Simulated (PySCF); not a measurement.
# Trend along the third period: MLi cations

PBE0 with double-zeta basis sets in PySCF, for the lowest determinant that a PBE0 search found; no spin–orbit coupling. De refers to high-spin ground-configuration atoms (the charge goes to the atom of lower measured ionisation energy or higher electron affinity, which is not always the lowest computed limit). A positive dipole points towards Li; it is taken about the centre of mass and depends on that origin.

| M | basis | charged atom | state (unpaired electrons) | Re (Å) | ωe (cm⁻¹) | De (eV) | μ (D) |
| --- | --- | --- | --- | --- | --- | --- | --- |
| Na | aug-pcseg-1 | Na+ | doublet (σ ↑) | 3.402 | 176 | 0.98 | 3.80 |
| Mg | cc-pVDZ | Li+ | singlet (closed shell) | 2.902 | 266 | 0.88 | 5.24 |
| Al | cc-pVDZ/cc-pV(D+d)Z | Li+ | doublet (σ ↑) | 3.036 | 232 | 1.27 | 6.83 |
| Si | 6-31G(d,p) | Li+ | triplet (σ ↑, π ↑) | 2.804 | 261 | 0.75 | 7.63 |
| P | 6-31G(d,p) | Li+ | quartet (σ ↑, π ↑↑) | 2.701 | 244 | 0.39 | 8.42 |
| S | def2-SVP | Li+ | triplet (π ↑↑) | 2.508 | 320 | 0.88 | 8.08 |

The shortest bond is that of LiS⁺ (2.508 Å), the longest that of NaLi⁺ (3.402 Å). LiAl⁺ is bound most strongly (1.27 eV) and LiP⁺ least (0.39 eV).

The rows differ in basis set, which adds steps of its own.

The state changes along the series, so neighbouring rows are not always alike in their bonding.

Closed-shell solutions of metal pairs were not tested for spin polarisation, which can lower them a little. Weak bonds: LiP⁺. Basis-set superposition, not corrected here, can be much of De in a small basis, most of all at correlated wavefunction levels. For an ion De counts to the pair picked by the measured ionisation energies or electron affinities, which need not be the lowest pair at this level. States were picked by a PBE0 search and need not be the measured ground states.
